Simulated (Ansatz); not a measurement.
fcc Ag was calculated with r²SCAN in Ansatz (plane waves, PAW).

Numerical settings: plane-wave cutoff 600 eV, 16×16×16 k mesh, Fermi–Dirac smearing 0.1 eV, finite displacements, force constants from a 4×4×4 q mesh, no spin polarisation, scalar-relativistic PAW data made under PBE.

Computed at the level's own relaxed cell. Harmonic vibrational thermodynamics at fixed volume:

```tsv
T (K)	S_vib (J/K per mol of atoms)	C_V (J/K per mol of atoms)	F_vib (eV/atom)
100	18.24	20.38	0.0122
200	?	?	?
300	?	?	?
600	?	?	?
800	?	?	?
900	?	?	?
1000	?	?	?
```

Q: Fill in the missing entries.

A: 
- 200, S_vib (J/K per mol of atoms): 33.71
- 200, C_V (J/K per mol of atoms): 23.66
- 200, F_vib (eV/atom): -0.0155
- 300, S_vib (J/K per mol of atoms): 43.47
- 300, C_V (J/K per mol of atoms): 24.36
- 300, F_vib (eV/atom): -0.0558
- 600, S_vib (J/K per mol of atoms): 60.54
- 600, C_V (J/K per mol of atoms): 24.79
- 600, F_vib (eV/atom): -0.2204
- 800, S_vib (J/K per mol of atoms): 67.68
- 800, C_V (J/K per mol of atoms): 24.86
- 800, F_vib (eV/atom): -0.3537
- 900, S_vib (J/K per mol of atoms): 70.61
- 900, C_V (J/K per mol of atoms): 24.88
- 900, F_vib (eV/atom): -0.4253
- 1000, S_vib (J/K per mol of atoms): 73.23
- 1000, C_V (J/K per mol of atoms): 24.89
- 1000, F_vib (eV/atom): -0.4999

The crystal is taken as a harmonic solid at every temperature: melting, phase changes and thermal expansion are not seen, nor the electrons' share in a metal.

Ansatz is a first-principles code.
